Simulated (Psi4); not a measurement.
# [C2H2F2]+ (SMILES [CH2+][C](F)F): levels of theory compared

Aim: a comparison of 3 runs (UHF/6-31G*, UB3LYP/6-31G*, UCCSD/6-311G) of [C2H2F2]+. 

The results are computed with Psi4 1.11.

3 further runs of the same task are left out: 1 that didn't finish, 2 set aside as unsound or not needed.

## Step 1: The molecule

[C2H2F2]+ has 6 atoms, charge +1, and is taken as a doublet. SMILES: `[CH2+][C](F)F`. Geometry: relaxed at GFN2-xTB. This is one conformer, not always the lowest.

Bond lengths: C1–C2 1.388 Å, C2–F3 1.276 Å, C2–F4 1.276 Å, C1–H5 1.090 Å, C1–H6 1.090 Å. Angles: C1–C2–F3 123.4°, C1–C2–F4 123.5°, F3–C2–F4 113.1°, C2–C1–H5 120.5°, C2–C1–H6 120.4°, H5–C1–H6 119.1°.

## Step 2: Energy and forces at UHF/6-31G(d) (density fitting, Cartesian functions) (run 1)

File c2h2f2.py:

```python
import psi4

psi4.set_memory(1600000000)
psi4.set_num_threads(1)
psi4.set_output_file('psi4.out', False)

m = psi4.geometry("""
1 2
C     -0.58815836     1.18652124    -0.47520943
C      0.50967803    -1.02612129     0.41005167
F     -0.75912188    -2.88111424     1.28590194
F      2.88969360    -1.41308050     0.43174573
H      0.58214903     2.71572541    -1.20447364
H     -2.63420263     1.41806938    -0.44801627
units au
""")

psi4.set_options({
    'basis': '6-31G*',
    'reference': 'uhf',
})

E = psi4.gradient("scf", molecule=m)
print('gradient / Eh bohr^-1')
print(E.np.round(6))
```

On the command line:

```console
$ python c2h2f2.py
```

psi4.out:

```text
[...]
  Running in c1 symmetry.
[...]
  Nuclear repulsion =  118.497687052403251
[...]
  Multiplicity = 2
[...]
  Nalpha       = 16
  Nbeta        = 15
[...]
    Number of basis functions: 64
[...]
   @DF-UHF iter   1:  -275.31137776481125   -1.90463e-01   7.24757e-03 ADIIS/DIIS
[...]
   @DF-UHF iter  15:  -275.41434451061969   -4.14957e-12   7.03612e-09 DIIS
[...]
   @S^2 Observed:                7.555253192E-01
[...]
  @DF-UHF Final Energy:  -275.41434451061969
   => Energetics <=
    Nuclear Repulsion Energy =            118.4976870524032506
    One-Electron Energy =                -606.6907553034807279
    Two-Electron Energy =                 212.7787237404577922
    Total Energy =                       -275.4143445106196850
  UHF NO Occupations:
  HONO-2 :   14  A 1.9994934
  HONO-1 :   15  A 1.9983632
[...]
 Multipole Moments:
 ------------------------------------------------------------------------------------
     Multipole            Electronic (a.u.)      Nuclear  (a.u.)        Total (a.u.)
 ------------------------------------------------------------------------------------
 L = 1.  Multiply by 2.5417464519 to convert [e a0] to [Debye]
 Dipole X            :          1.3465884           -2.0779374           -0.7313490
 Dipole Y            :         -2.7113661            4.1870476            1.4756815
 Dipole Z            :          1.0840064           -1.6742951           -0.5902887
 Magnitude           :                                                    1.7495565
[...]
  -Total Gradient:
     Atom            X                  Y                   Z
    ------   -----------------  -----------------  -----------------
       1        0.012655072063    -0.024993381351     0.009899998262
       2       -0.027657392601     0.056091209197    -0.022478661883
       3       -0.019282393591    -0.036138520709     0.016739127809
       4        0.042429275469    -0.011117613094     0.002221355346
       5        0.002515306015     0.010781559549    -0.004765823728
       6       -0.010659867351     0.005376746406    -0.001615995806
[...]
```

Standard output:

```text
gradient / Eh bohr^-1
[[ 0.012655 -0.024993  0.0099  ]
 [-0.027657  0.056091 -0.022479]
 [-0.019282 -0.036139  0.016739]
 [ 0.042429 -0.011118  0.002221]
 [ 0.002515  0.010782 -0.004766]
 [-0.01066   0.005377 -0.001616]]
```

Run time: 1.7 s. Hardware: 1 thread of Intel Xeon 6975P-C (Granite Rapids), shared host; peak memory 0.22 GiB.

## Step 3: Energy and forces at UB3LYP/6-31G(d) (spherical functions) (run 2)

File input.in:

```
memory 1.6 GB

molecule system {
  1 2
  C     -0.58815836     1.18652124    -0.47520943
  C      0.50967803    -1.02612129     0.41005167
  F     -0.75912188    -2.88111424     1.28590194
  F      2.88969360    -1.41308050     0.43174573
  H      0.58214903     2.71572541    -1.20447364
  H     -2.63420263     1.41806938    -0.44801627
  units au
  symmetry c1
}

set basis 6-31G*
set reference uks
set puream true
set e_convergence 1e-09
set d_convergence 1e-08
set scf_type pk
set dft_radial_points 99
set dft_spherical_points 590
set maxiter 200

gradient('b3lyp')
print_variables()
```

On the command line:

```console
$ psi4 input.in input.out -n 1
```

input.out:

```text
[...]
  Running in c1 symmetry.
[...]
  Nuclear repulsion =  118.497687052403251
[...]
  Multiplicity = 2
[...]
  Nalpha       = 16
  Nbeta        = 15
[...]
    Number of basis functions: 60
[...]
   @UKS iter   1:  -276.63040861962384    1.25467e-01   6.29221e-03 ADIIS/DIIS
[...]
   @UKS iter  12:  -276.69381432246536   -2.67164e-12   3.82988e-09 DIIS
[...]
   @S^2 Observed:                7.518975912E-01
[...]
  @UKS Final Energy:  -276.69381432246536
   => Energetics <=
    Nuclear Repulsion Energy =            118.4976870524032506
    One-Electron Energy =                -607.1550622875441832
    Two-Electron Energy =                 237.9463765329781495
    DFT Exchange-Correlation Energy =     -25.9828156203025671
    Empirical Dispersion Energy =           0.0000000000000000
    VV10 Nonlocal Energy =                  0.0000000000000000
    Total Energy =                       -276.6938143224653572
[...]
 Multipole Moments:
 ------------------------------------------------------------------------------------
     Multipole            Electronic (a.u.)      Nuclear  (a.u.)        Total (a.u.)
 ------------------------------------------------------------------------------------
 L = 1.  Multiply by 2.5417464519 to convert [e a0] to [Debye]
 Dipole X            :          1.4116951           -2.0779374           -0.6662423
 Dipole Y            :         -2.8428469            4.1870476            1.3442007
 Dipole Z            :          1.1366339           -1.6742951           -0.5376612
 Magnitude           :                                                    1.5936856
[...]
  -Total Gradient:
     Atom            X                  Y                   Z
    ------   -----------------  -----------------  -----------------
       1        0.011030058841    -0.021801814600     0.008641062892
       2       -0.015148121819     0.030903255039    -0.012388920112
       3        0.001815293996    -0.007917638610     0.003303812592
       4        0.005011233066    -0.006435693371     0.002480479099
       5       -0.001503063383     0.002618029300    -0.001010924108
       6       -0.001216489552     0.002656500190    -0.001034602306
[...]
```

It took 15 s on 1 thread of Intel Xeon 6975P-C (Granite Rapids), shared host; peak memory 0.77 GiB.

## Step 4: The energy at UCCSD/6-311G (run 3)

File c2h2f2.xyz:

```xyz
6
C2H2F2
C     -0.311240     0.627880    -0.251470
C      0.269710    -0.543000     0.216990
F     -0.401710    -1.524620     0.680470
F      1.529160    -0.747770     0.228470
H      0.308060     1.437100    -0.637380
H     -1.393960     0.750410    -0.237080
```

File job.py:

```python
import psi4

psi4.set_memory('1600 MB')
psi4.set_num_threads(1)
psi4.set_output_file('psi4.out', False)

with open('c2h2f2.xyz') as f:
    atoms = ''.join(f.readlines()[2:])
m = psi4.geometry('1 2\n' + atoms + 'no_reorient\nno_com')

psi4.set_options(dict(basis='6-311G', reference='uhf', scf_type='direct', freeze_core=True))

e_tot, wfn = psi4.energy('ccsd', molecule=m, return_wfn=True)
print('E =', round(e_tot, 9))
for k, v in sorted(psi4.core.scalar_variables().items()):
    print(f'{k:45s} {v:18.10f}')
```

On the command line:

```console
$ python job.py
```

psi4.out:

```text
[...]
  Running in c1 symmetry.
[...]
  Nuclear repulsion =  118.497686943311948
[...]
  Multiplicity = 2
[...]
  Nalpha       = 16
  Nbeta        = 15
[...]
    Number of basis functions: 58
[...]
   @DF-UHF iter   1:  -275.25535493406636   -4.75590e-02   7.68674e-03 ADIIS/DIIS
[...]
   @UHF iter  22:  -275.36940005326733   -1.13687e-12   5.68486e-09 DIIS
[...]
   @S^2 Observed:                7.554318186E-01
[...]
    Orbital Energies [Eh]
    ---------------------
    Alpha Occupied:
       1A    -26.665591     2A    -26.665471     3A    -11.827615
       4A    -11.617045     5A     -2.055376     6A     -1.973819
       7A     -1.423673     8A     -1.201970     9A     -1.114923
      10A     -1.092026    11A     -1.074360    12A     -0.990398
      13A     -0.967054    14A     -0.939811    15A     -0.908780
      16A     -0.742493
    Alpha Virtual:
      17A     -0.189053    18A     -0.051975    19A     -0.016333
      20A      0.047360    21A      0.080206    22A      0.122485
      23A      0.235912    24A      0.249194    25A      0.335237
[...]
  @UHF Final Energy:  -275.36940005326733
   => Energetics <=
    Nuclear Repulsion Energy =            118.4976869433119475
    One-Electron Energy =                -606.2239233751803340
    Two-Electron Energy =                 212.3568363786010593
    Total Energy =                       -275.3694000532673272
  UHF NO Occupations:
  HONO-2 :   14  A 1.9993704
  HONO-1 :   15  A 1.9985590
[...]
 Multipole Moments:
 ------------------------------------------------------------------------------------
     Multipole            Electronic (a.u.)      Nuclear  (a.u.)        Total (a.u.)
 ------------------------------------------------------------------------------------
 L = 1.  Multiply by 2.5417464519 to convert [e a0] to [Debye]
 Dipole X            :        -16.9120287           16.6522099           -0.2598187
 Dipole Y            :         34.0771284          -33.5515582            0.5255701
 Dipole Z            :        -13.6258463           13.4153925           -0.2104538
 Magnitude           :                                                    0.6229129
[...]
      * MP2 total energy                      = -275.799263449969601
[...]
      * CCSD total energy                     = -275.811264253572460
```

The script printed:

```text
E = -275.811264254
CC D1 DIAGNOSTIC                                    0.0000000000
CC D2 DIAGNOSTIC                                    0.0000000000
CC NEW D1 DIAGNOSTIC                                0.0000000000
CC T1 DIAGNOSTIC                                    0.0271904818
CCSD CORRELATION ENERGY                            -0.4418642003
CCSD DOUBLES ENERGY                                -0.4418642003
CCSD ITERATIONS                                    15.0000000000
CCSD OPPOSITE-SPIN CORRELATION ENERGY              -0.3435987576
CCSD SAME-SPIN CORRELATION ENERGY                  -0.0982654427
CCSD SINGLES ENERGY                                -0.0000000000
CCSD TOTAL ENERGY                                -275.8112642536
CURRENT CORRELATION ENERGY                         -0.4418642003
CURRENT ENERGY                                   -275.8112642536
CURRENT REFERENCE ENERGY                         -275.3694000533
DD SOLVATION ENERGY                                 0.0000000000
HF KINETIC ENERGY                                 275.3979438461
HF POTENTIAL ENERGY                              -550.7673438994
HF TOTAL ENERGY                                  -275.3694000533
HF VIRIAL RATIO                                     1.9998963544
MP2 CORRELATION ENERGY                             -0.4298633967
MP2 DOUBLES ENERGY                                 -0.4298633967
MP2 OPPOSITE-SPIN CORRELATION ENERGY               -0.3159517833
MP2 SAME-SPIN CORRELATION ENERGY                   -0.1139116134
MP2 SINGLES ENERGY                                 -0.0000000000
MP2 TOTAL ENERGY                                 -275.7992634500
NUCLEAR REPULSION ENERGY                          118.4976869433
ONE-ELECTRON ENERGY                              -606.2239233752
PCM POLARIZATION ENERGY                             0.0000000000
PE ENERGY                                           0.0000000000
SCF ITERATION ENERGY                             -275.3694000533
SCF ITERATIONS                                     22.0000000000
SCF TOTAL ENERGY                                 -275.3694000533
TWO-ELECTRON ENERGY                               212.3568363786
```

It took 16 s on 1 thread of Intel Xeon 6975P-C (Granite Rapids), shared host; peak memory 0.28 GiB.

## Step 5: The series

```tsv
run	level	integrals	integral approximation	energy (Eh)	HOMO energy (eV)	LUMO energy (eV)	⟨S²⟩	wall time
1	UHF/6-31G* (density fitting, Cartesian functions)	df	program's default	-275.414345	-20.00	-7.52	0.756	1.7 s
2	UB3LYP/6-31G* (spherical functions)	pk	none	-276.693814	-16.10	-12.61	0.752	15 s
3	UCCSD/6-311G	direct	none	-275.811264	-20.20	-8.26	0.755	16 s
```

## Step 6: Results

| quantity | value |
| --- | --- |
| run 3: total energy | -275.81126 Eh |
| run 3: HOMO energy (Hartree–Fock orbitals) (highest over α and β) | -20.20 eV |
| run 3: LUMO energy (Hartree–Fock orbitals) (lowest over α and β) | -8.26 eV |
| run 3: correlation energy (4 core orbitals frozen) | -441.9 mEh |
| run 3: ⟨S²⟩ of the reference determinant | 0.755 |
| run 3: T1 diagnostic | 0.027 |

All runs together took 33 s, the longest 16 s.
